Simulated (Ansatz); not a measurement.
**What a trial cell of MoPt3 relaxes into**

Method: DFT r2SCAN, scalar-relativistic, plane waves, PAW (Ansatz 0.2.0). Cutoff 500 eV, Γ-centred k mesh, Gaussian smearing, no spin polarisation in the final step.

The start puts MoPt3 on the Cu3Au (L1_2) structure type (Pm-3m, No. 221), with Mo in place of Au, Pt in place of Cu, at a guessed volume.

```
CELL_PARAMETERS angstrom
3.95344 0.00000 0.00000
0.00000 3.95344 0.00000
0.00000 0.00000 3.95344
ATOMIC_POSITIONS crystal
Mo 0.00000 0.00000 0.00000
Pt 0.00000 0.50000 0.50000
Pt 0.50000 0.00000 0.50000
Pt 0.50000 0.50000 0.00000
```

Steps on the 12×12×12 mesh (4 atoms). 4 of 5 steps are shown, and the free energy counts from the last. Trial steps that were taken back and renewals of the plane-wave basis can be among the rows.

| step | ΔF (meV/atom) | V (Å³/atom) | P (GPa) |
| --- | --- | --- | --- |
| 1 | 2.1 | 15.45 | -3.47 |
| 2 | 11.3 | 14.82 | 8.81 |
| 3 | -0.1 | 15.26 | -0.21 |
| 5 | 0.0 | 15.25 | 0.00 |

A final relaxation ran on a 12×12×12 mesh. The relaxed crystal, Pm-3m (No. 221):

```
Mo Pt
1.0
     3.93674    0.00000    0.00000
     0.00000    3.93674    0.00000
     0.00000    0.00000    3.93674
Mo Pt
1 3
Direct
  0.00000 0.00000 0.00000
  0.00000 0.50000 0.50000
  0.50000 0.00000 0.50000
  0.50000 0.50000 0.00000
```

```yaml
Volume_per_atom: 15.25 Å³
Density: 18.54 g/cm³
Energy_over_the_elements: -0.10 eV/atom
Gap_on_the_12×12×12_mesh: 0 eV (a metal)
```

Formation energies are uncorrected and refer to the elements' standard structures at the same level.

The final run used a 12×12×12 mesh on its 4-atom cell and 0.10 eV smearing. For metals, differences of a few meV/atom aren't resolved. Spin–orbit coupling is left out.

A structure relaxed within its symmetry needn't be a true minimum.

Cost: 2 runs of about 2.4 core-minutes in all, on Arm Neoverse V2 (shared hosts).